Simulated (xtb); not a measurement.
glyoxal (C₂H₂O₂), singlet, at a GFN2-xTB geometry; GFN0-xTB (xtb).

Input for xtb:
```
$ xtb mol.xyz --gfn 0 --chrg 0 --uhf 0 --json

# file mol.xyz
6

C      0.02026430     0.75833993     0.00748046
C     -0.02026430    -0.75833993    -0.00748046
O      1.03960208     1.38537393     0.03158832
H     -0.97907997     1.22841153    -0.00597192
O     -1.03960208    -1.38537393    -0.03158832
H      0.97907997    -1.22841153     0.00597192
```

It wrote (shortened):

```
   ID    Z sym.   atoms
    1    6 C      1, 2
    2    8 O      3, 5
    3    1 H      4, 6

           -------------------------------------------------
          |                Calculation Setup                |
           -------------------------------------------------

           -------------------------------------------------
          |                 G F N 0 - x T B                 |
           -------------------------------------------------

          ...................................................
          :                      SETUP                      :
          :.................................................:
          :  # basis functions                  20          :
          :  # atomic orbitals                  20          :
          :  # shells                           12          :
          :  # electrons                        22          :
          :  electronic temp.          300.0000000     K    :
          :  accuracy                    1.0000000          :
          :  -> integral cutoff          0.2500000E+02      :
          :  -> integral neglect         0.1000000E-07      :
          ...................................................

         :::::::::::::::::::::::::::::::::::::::::::::::::::::
         ::                     SUMMARY                     ::
         :::::::::::::::::::::::::::::::::::::::::::::::::::::
         :: total energy             -11.826661659155 Eh    ::
         :: gradient norm              0.016339374065 Eh/a0 ::
         :: HOMO-LUMO gap              1.781033279764 eV    ::
         ::.................................................::
         :: H0 energy                -11.863023698335 Eh    ::
         :: repulsion energy           0.118716377926 Eh    ::
         :: electrostat energy        -0.056518720050 Eh    ::
         :: -> Gsolv                   0.000000000000 Eh    ::
         ::    -> Gsasa                0.000000000000 Eh    ::
         ::    -> Gshift               0.000000000000 Eh    ::
         :: dispersion energy         -0.000973486565 Eh    ::
         :: short-range corr.         -0.024862132130 Eh    ::
         :: add. restraining           0.000000000000 Eh    ::
         :: total charge               0.000000000000 e     ::
         :::::::::::::::::::::::::::::::::::::::::::::::::::::

           -------------------------------------------------
          |                Property Printout                |
           -------------------------------------------------

    * Orbital Energies and Occupations

         #    Occupation            Energy/Eh            Energy/eV
      -------------------------------------------------------------
         1        2.0000           -0.6910100             -18.8033
         2        2.0000           -0.6902544             -18.7828
         3        2.0000           -0.6118087             -16.6482
         4        2.0000           -0.5931938             -16.1416
         5        2.0000           -0.5376920             -14.6313
         6        2.0000           -0.5204687             -14.1627
         7        2.0000           -0.5079083             -13.8209
         8        2.0000           -0.4873722             -13.2621
         9        2.0000           -0.4770935             -12.9824
        10        2.0000           -0.4297039             -11.6928
        11        2.0000           -0.3850065             -10.4766 (HOMO)
        12                         -0.3195547              -8.6955 (LUMO)
        13                         -0.2114431              -5.7537
        14                         -0.1263251              -3.4375
        15                         -0.0958307              -2.6077
        16                          0.0687499               1.8708
        17                          0.2391579               6.5078
        18                          0.2454293               6.6785
        19                          0.2827512               7.6941
        20                          0.5318779              14.4731
      -------------------------------------------------------------
                  HL-Gap            0.0654518 Eh            1.7810 eV
             Fermi-level            0.0000000 Eh            0.0000 eV

     #   Z          covCN         q      C6AA      α(0)
     1   6 C        2.754     0.267    23.771     7.958
     2   6 C        2.754     0.267    23.771     7.958
     3   8 O        0.856    -0.403    21.667     6.246
     4   1 H        0.923     0.136     1.491     1.909
     5   8 O        0.856    -0.403    21.667     6.246
     6   1 H        0.923     0.136     1.491     1.909

 Mol. C6AA /au·bohr⁶  :        458.706892
 Mol. C8AA /au·bohr⁸  :      10477.194215
 Mol. α(0) /au        :         32.226830

Wiberg/Mayer (AO) data.
largest (>0.10) Wiberg bond orders for each atom

 ---------------------------------------------------------------------------
     #   Z sym  total        # sym  WBO       # sym  WBO       # sym  WBO
 ---------------------------------------------------------------------------
     1   6 C    3.894 --     3 O    1.934     2 C    0.963     4 H    0.939
     2   6 C    3.894 --     5 O    1.934     1 C    0.963     6 H    0.939
     3   8 O    2.106 --     1 C    1.934
     4   1 H    0.998 --     1 C    0.939
     5   8 O    2.106 --     2 C    1.934
     6   1 H    0.998 --     2 C    0.939
 ---------------------------------------------------------------------------

Topologies differ in total number of bonds
Writing topology from bond orders to xtbtopo.mol

 dipole moment from electron density (au)
     X       Y       Z
  -0.0000  -0.0000  -0.0000  total (Debye):    0.000

           -------------------------------------------------
          | TOTAL ENERGY              -11.826661659155 Eh   |
          | GRADIENT NORM               0.016339374065 Eh/α |
          | HOMO-LUMO GAP               1.781033279764 eV   |
           -------------------------------------------------

normal termination of xtb
```
